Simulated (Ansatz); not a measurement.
# C5H9N: the cost of one run

Program: Ansatz 0.2.0. Level of theory: the levels named in each step. These are calculated values, not measurements.

### 1 Starting point

Bond lengths: C1–C2 1.523 Å, C2–C3 1.527 Å, C3–C4 1.534 Å, C4–C5 1.441 Å, C5–N6 1.143 Å, C1–H7 1.088 Å, C1–H8 1.087 Å, C1–H9 1.088 Å, C2–H10 1.093 Å, C2–H11 1.093 Å, C3–H12 1.092 Å, C3–H13 1.093 Å, C4–H14 1.094 Å, C4–H15 1.094 Å. Angles (14 of 25 angles, heavy atoms first): C1–C2–C3 111.7°, C2–C3–C4 111.8°, C3–C4–C5 111.2°, C4–C5–N6 179.3°, C1–C2–H10 109.4°, C1–C2–H11 109.5°, C3–C2–H10 109.3°, C3–C2–H11 109.2°, C2–C1–H7 110.7°, C2–C1–H8 110.4°, C2–C1–H9 110.6°, C2–C3–H12 109.5°, C2–C3–H13 109.6°, C4–C3–H12 109.4°.

Coordinates:

```xyz
15

C    -2.6656   -0.5265   -0.1062
C    -1.2197   -0.2964   -0.5267
C    -0.2374   -0.8935    0.4783
C     1.2194   -0.6606    0.0568
C     1.5433    0.7431    0.0527
N     1.7920    1.8589    0.0608
H    -2.8773   -1.5906   -0.0224
H    -3.3456   -0.0995   -0.8389
H    -2.8619   -0.0610    0.8572
H    -1.0515   -0.7482   -1.5077
H    -1.0333    0.7762   -0.6185
H    -0.4063   -0.4484    1.4616
H    -0.4090   -1.9691    0.5632
H     1.9023   -1.1652    0.7466
H     1.3878   -1.0558   -0.9495
```

### 2 A rough first relaxation, PBE-D4/def2-SVP

This run stands in another session on the same molecule. It ended at:

```xyz
15

C    -2.6983   -0.5329   -0.1087
C    -1.2449   -0.2977   -0.5227
C    -0.2353   -0.8908    0.4649
C     1.2368   -0.6502    0.0709
C     1.6054    0.7662    0.0447
N     1.8806    1.9049    0.0352
H    -2.9274   -1.6164   -0.0253
H    -3.4055   -0.0978   -0.8432
H    -2.9159   -0.0716    0.8774
H    -1.0646   -0.7328   -1.5313
H    -1.0546    0.7934   -0.6252
H    -0.4113   -0.4731    1.4800
H    -0.3880   -1.9885    0.5496
H     1.9198   -1.1705    0.7760
H     1.4404   -1.0788   -0.9351
```

### 3 Relaxation, r2SCAN-D4/def2-TZVP

Input file input.yaml:

```yaml
crystal:
  periodic: [false, false, false]
  atoms:
    - { symbol: C, position_ang: [-2.69832473, -0.53293823, -0.10869712] }
    - { symbol: C, position_ang: [-1.24487435, -0.29771325, -0.52265137] }
    - { symbol: C, position_ang: [-0.23534792, -0.89077853, 0.46493308] }
    - { symbol: C, position_ang: [1.23683179, -0.65021089, 0.07088138] }
    - { symbol: C, position_ang: [1.60538705, 0.76622848, 0.04473026] }
    - { symbol: "N", position_ang: [1.88057036, 1.90486263, 0.03523254] }
    - { symbol: H, position_ang: [-2.92742633, -1.6163875, -0.02526852] }
    - { symbol: H, position_ang: [-3.40553972, -0.09781296, -0.84318568] }
    - { symbol: H, position_ang: [-2.91585663, -0.07159734, 0.87741299] }
    - { symbol: H, position_ang: [-1.06463736, -0.73279029, -1.53132241] }
    - { symbol: H, position_ang: [-1.05459447, 0.79338443, -0.62518048] }
    - { symbol: H, position_ang: [-0.41130807, -0.4730606, 1.47998976] }
    - { symbol: H, position_ang: [-0.38803078, -1.98848589, 0.54958163] }
    - { symbol: H, position_ang: [1.91975603, -1.17052701, 0.77604666] }
    - { symbol: H, position_ang: [1.44037514, -1.07881306, -0.93512271] }
basis:
  gaussian: { orbitals: def2-TZVP }
hamiltonian:
  xc: r2scan
  dispersion: d4
relax:
  f_tol: 0.004
  max_steps: 150
```

Launch:

```bash
$ ansatz run input.yaml --threads 4 --pin off --max-ram 10240MiB --backend cpu --events-out ev --progress --plain --runs-dir out
```

What time and memory should one allow on 4 threads of Arm Neoverse V2, shared host?

About 35 s, with a peak of 0.34 GiB.
